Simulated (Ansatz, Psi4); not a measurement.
# ClF (chlorine monofluoride): a line through the functionals

ClF has 2 atoms, charge 0, and is taken as a singlet. As SMILES, `FCl`. Geometry: relaxed at PBE0-D4/def2-TZVP.

The electronic atomisation energy y, in eV, basis cc-pVTZ; a is the functional's share of exact exchange. Programs: Ansatz 0.2.0, Psi4 1.11.

```
functional  program     a  y (eV)
       PBE   Ansatz     0    3.05
    r2SCAN   Ansatz     0    2.62
     TPSSh     Psi4   0.1       ?
     B3LYP   Ansatz   0.2    2.55
      PBE0   Ansatz  0.25    2.57
   r2SCAN0   Ansatz  0.25    2.24
     BHLYP   Ansatz   0.5    1.97
```

Fit y = c + s·a to the known rows and predict TPSSh.


1. Means of the 6 rows: a = 0.2000, y = 2.500.
2. Σ(Δa)² = 0.175, Σ(Δa·Δy) = -0.3025, so the slope is -0.3025/0.175 = -1.7286.
3. Intercept: 2.500 − (-1.7286) × 0.2000 = 2.846. The largest residual of the fit is 0.23.
4. TPSSh: 2.846 + (-1.7286) × 0.1 = 2.67 eV.

The run gave 2.63 eV, so the prediction is off by +0.04 eV, within the largest residual. The rows mix families of semi-local functionals, which the line can't see.
